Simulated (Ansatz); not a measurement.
**Low-lying states of F₂**

Calculated in Ansatz's Gaussian-basis code. State-averaged CASSCF with equal weights; occupations are averaged over the states; levels count from the state that is lowest in CASSCF. CASSCF levels without dynamic correlation can be off by over 1 eV. No symmetry is imposed, so a solution can break that of the shape. The lowest solution met needn't be the lowest there is, nor hold the orbitals that a chemist would pick. The average may hold one member of a degenerate pair alone.

Geometry: bond length 2.5416 Å. A bond is stretched, to 2.23 times the sum of the covalent radii.

Basis cc-pVTZ, nonrelativistic, 2 orbitals frozen in the corrections; active space CAS(10,6). Averaged: 3 singlets.

Q: Give the levels in order.

A: 

```
  state  CASSCF (eV)
singlet        0.000
singlet        0.036
singlet        0.036
```

Occupations: 2.00, 2.00, 1.67, 1.67, 1.67, 0.99.

Same geometry.

Basis cc-pVTZ, nonrelativistic, 2 orbitals frozen in the corrections; active space CAS(10,6). Averaged: 1 singlet, 1 triplet.

Q: Give the levels in order, with their spins.

A: 

```tsv
state	CASSCF (eV)
singlet	0.000
triplet	0.026
```

Occupations: 2.00, 2.00, 1.99, 1.99, 1.06, 0.96.

Same geometry.

Basis cc-pVTZ, nonrelativistic, 2 orbitals frozen in the corrections; active space CAS(2,2). Averaged: 1 singlet, 1 triplet.

Q: Give the levels in order, with their spins.

A: 

```tsv
state	CASSCF (eV)
singlet	0.000
triplet	0.025
```

Occupations: 1.04, 0.96.
